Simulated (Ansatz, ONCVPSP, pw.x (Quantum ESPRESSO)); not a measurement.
**H (Z = 1) (fcc): variants of one ONCV potential in the solid**

```
Element                 : hydrogen (H)
Generator               : ONCVPSP 4.0.1.1 (patched build)
Type                    : optimised norm-conserving Vanderbilt (ONCV)
Functional              : PBEsol
Relativity              : scalar-relativistic
Frozen core             : none
Valence charge          : 1
Reference configuration : 1s1
Partial waves           : 1s: rc 1.00 bohr, ncon 3, nbas 6, qcut 6.1 1/bohr, 2 projectors, debl 1 Ha; p scattering state at 0.33 Ha: rc 0.95 bohr, ncon 3, nbas 6, qcut 9.9 1/bohr, 2 projectors, debl 1.3 Ha
Local potential         : polynomial inside 0.75 bohr (lpopt 4, dvloc0 3 Ha)
Core correction         : none
```

Crystal test: fcc H in pw.x 7.5, no spin, 18³ k-points, Fermi–Dirac smearing 0.01 Ry, cutoffs set for each file from its atomic test. The reference is all-electron LAPW (Ansatz 0.2.0) with the same functional, mesh and smearing; V0 and B0 come from Birch–Murnaghan fits to the pressures at five volumes. Errors are pseudo minus all-electron; Δ is the rms difference of the E(V) curves that follow from these fits, minima aligned, over ±6 % about the mean V0. Mesh and smearing are coarse, so the numbers serve the comparison and aren't converged zero-temperature values; the lattice is a test structure that the element need not adopt.

All-electron: a0 = 2.267 Å (V0 = 2.91 Å³/atom), B0 = 114.1 GPa.

| change | cutoffs (Ry) | pw.x | a0 (Å) | a0 error (%) | B0 error (%) | Δ (meV/atom) | mean pressure error (GPa) |
| --- | --- | --- | --- | --- | --- | --- | --- |
| base | 95/380 | converged | 2.263 | -0.20 | +0.7 | 0.4 | -0.69 |
| local potential polynomial inside 0.70 bohr (lpopt 5, dvloc0 6 Ha) | 95/380 | converged | 2.263 | -0.19 | +0.7 | 0.4 | -0.67 |
| p: rc 1.1 | 95/380 | converged | 2.263 | -0.20 | +0.7 | 0.4 | -0.68 |
| local potential polynomial inside 0.75 bohr (lpopt 4, dvloc0 8.5 Ha) | 95/380 | converged | 2.265 | -0.13 | +0.7 | 0.3 | -0.43 |
| reference 1s0.5; s: rc 0.95, qcut 6.4 | 115/460 | converged | 2.264 | -0.13 | +0.5 | 0.3 | -0.46 |

Problem. Give the row for: s: debl 0.25.

Solution. pw.x: converged; mean pressure error (GPa): -0.67; a0 (Å): 2.263; a0 error (%): -0.20; B0 error (%): +0.7; Δ (meV/atom): 0.4.
